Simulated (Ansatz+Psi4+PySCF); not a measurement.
doublet CF₃: levels of theory in one basis

```csv
atom,x (Å),y (Å),z (Å)
C,0.0000,0.0000,0.3410
F,0.0000,1.2582,-0.1287
F,1.0896,-0.6291,-0.1287
F,-1.0896,-0.6291,-0.1287
```

Basis set: cc-pVTZ (spherical functions). Left uncorrelated: 4 orbitals. Correlation on ROHF uses semicanonical orbitals with singles. Charge 0, multiplicity 2.

Computed with Ansatz (development build ahead of 0.2.0) and Psi4 1.11; each method stands on the lowest determinant of its kind that the runs found.

```tsv
method	E − E(ROHF) (eV)	<S²> of the determinant
ROHF	0.00	0.75
UHF	-0.06	0.75
```

What does ROHF-MP2 give on the same scale?

-24.05 eV.
